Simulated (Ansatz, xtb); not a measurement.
C3H4S: which of two conformers lies lower

We compare I, `C=CC=S`, a singlet, with II, `C=CC=S`, a singlet. Both are isolated molecules in the gas phase, relaxed with PBE-D3(BJ)/def2-SVP.

I (Å):

```xyz
8

C    -2.1077   -0.2410   -0.4249
C    -1.6457   -0.5427    0.8145
C    -1.6564    0.4141    1.9057
S    -1.1149    0.1183    3.4274
H    -2.0936   -0.9769   -1.2433
H    -2.5146    0.7588   -0.6512
H    -1.2386   -1.5428    1.0411
H    -2.0726    1.4132    1.6462
```

II (Å):

| atom | x (Å) | y (Å) | z (Å) |
| --- | --- | --- | --- |
| C | -2.1918 | -0.8763 | 0.0773 |
| C | -2.1822 | -0.4462 | 1.3617 |
| C | -2.1094 | 0.9583 | 1.7694 |
| S | -2.0265 | 2.2752 | 0.7902 |
| H | -2.1426 | -0.1432 | -0.7456 |
| H | -2.2479 | -1.9468 | -0.1703 |
| H | -2.2315 | -1.1827 | 2.1826 |
| H | -2.1130 | 1.1103 | 2.8700 |

Question: Estimate which is lower in electronic energy at CCSD(T)/def2-TZVP, and by roughly how much.

Answer: The CCSD(T)/def2-TZVP calculation puts structure I lower, by 2.6 kcal/mol.

Level by level:

| level | geometry | E(II) − E(I) (kcal/mol) | departure from the last row (kcal/mol) | job, with rough time for the two |
| --- | --- | --- | --- | --- |
| PBE-D3(BJ)/def2-SVP | PBE-D3(BJ)/def2-SVP | +2.1 | −0.5 | optimisation, 25 s |
| HF/def2-TZVP | PBE-D3(BJ)/def2-SVP | +3.3 | +0.7 | part of the CCSD(T) run |
| MP2/def2-TZVP | PBE-D3(BJ)/def2-SVP | +2.8 | +0.1 | part of the CCSD(T) run |
| CCSD(T)/def2-TZVP | PBE-D3(BJ)/def2-SVP | +2.6 |  | single point, 78 s |

None of the levels shown reverses the order. The largest departure from CCSD(T)/def2-TZVP is that of HF/def2-TZVP, 0.7 kcal/mol. Levels run at GFN2-xTB geometries aren't shown.

With harmonic frequencies from PBE-D3(BJ)/def2-SVP (ideal gas, rigid rotor, one conformer each, 200 K, 1 atm): on the last row, ΔE + ΔZPE = +2.6, ΔH = +2.6, ΔG = +2.5 kcal/mol.

The correlated steps freeze 8 core orbitals. Programs: Ansatz 0.2.0; the last row on 2 threads of Intel(R) Xeon(R) Processor @ 2.50GHz (Skylake/Cascade Lake) on a shared host.
